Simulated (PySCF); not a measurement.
Gas-phase reaction: ethylsilane + 3 Si₂H₅ ⇌ 2 H₂CSiH₂ + 5 SiH₃

Method: PySCF energies (xtb for GFN2) plus ideal-gas RRHO corrections (1 bar). † marks an energy on the PBE0/def2-TZVP geometry and frequencies; other levels use their own. CCSD(T) freezes the core. 6-31G* has spherical d functions here. Open shells (unrestricted): Si₂H₅ (multiplicity 2), SiH₃ (multiplicity 2); the rest are closed-shell singlets. GFN2 has no spin-polarisation term. B3LYP is the form with VWN-RPA correlation. Si₂H₅, H₂CSiH₂: computed as isolated molecules; such fragments, hydroxides, amides, oligomers or adducts are transient or little studied in the gas. CCSD(T) isn't extrapolated to the basis-set limit.

```json
[
 {"level": "B3LYP/6-31G*", "ΔH°(298 K), kJ": "702"},
 {"level": "BLYP/def2-TZVP†", "ΔH°(298 K), kJ": "…"},
 {"level": "CCSD(T)/def2-SVP†", "ΔH°(298 K), kJ": "685"},
 {"level": "CCSD(T)/def2-TZVPP†", "ΔH°(298 K), kJ": "704"},
 {"level": "GFN2-xTB", "ΔH°(298 K), kJ": "…"},
 {"level": "PBE/def2-TZVP†", "ΔH°(298 K), kJ": "…"}
]
```

Task: What belongs in the gaps?

Result: 
- BLYP/def2-TZVP†, ΔH°(298 K), kJ: 626
- GFN2-xTB, ΔH°(298 K), kJ: 676
- PBE/def2-TZVP†, ΔH°(298 K), kJ: 709
